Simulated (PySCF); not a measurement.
Input file for PySCF: R-HF/STO-3G on HCN (SMILES C#N).

```python
from pyscf import gto, scf, dft, mp
from pyscf.data.elements import chemcore

mol = gto.M(
    atom='''
    C     0.00000000    0.00000000   -0.50036500
    N     0.00000000    0.00000000    0.65264000
    H     0.00000000    0.00000000   -1.56629100
    ''',
    basis='sto-3g',
    charge=0, spin=0, verbose=3, max_memory=1800)
mf = scf.RHF(mol)
mf.conv_tol = 1e-8
mf.max_cycle = 100
mf.kernel()
if not mf.converged:
    mf = mf.newton().run(mf.mo_coeff, mf.mo_occ)
```

Program output:

```
converged SCF energy = -91.6751942769611
```

Self-consistency was reached.

Cost: around 0.06 core-seconds (rough).
